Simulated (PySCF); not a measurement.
Hydrogen cyanide, CHN, SMILES C#N, point group C∞v.

Level: PBE0/pcSseg-2 in PySCF (density fitting, grid level 2); geometry and Hessian at that level, cubic constants and property derivatives from steps of ±0.6 along each species' dimensionless normal coordinates, second-order vibrational perturbation theory. The parent has the commonest isotopes.

Equilibrium geometry (Å):

```csv
atom,x,y,z
C1,-0.0105,-0.0038,-0.0161
N2,1.1342,0.0138,-0.0441
H3,-1.0778,-0.0202,0.0100
```

Q: Give the equilibrium and ground-state rotational constants (MHz) of parent; ¹⁵N at 2; ²H at 3; ¹³C at 1, ²H at 3; ¹³C at 1; ¹⁵N at 2, ²H at 3; ¹³C at 1, ¹⁵N at 2.

A: 
```tsv
species	Be	B0	harmonic ZPE (cm⁻¹)
parent	45010	44825	3614
¹⁵N at 2	43702	43523	3594
²H at 3	36677	36556	2999
¹³C at 1, ²H at 3	36054	35935	2961
¹³C at 1	43851	43671	3579
¹⁵N at 2, ²H at 3	35627	35511	2979
¹³C at 1, ¹⁵N at 2	42524	42352	3559
```

Q: And its quartic centrifugal distortion constants from the harmonic force field?

A: Linear top: D = 81.5 kHz.
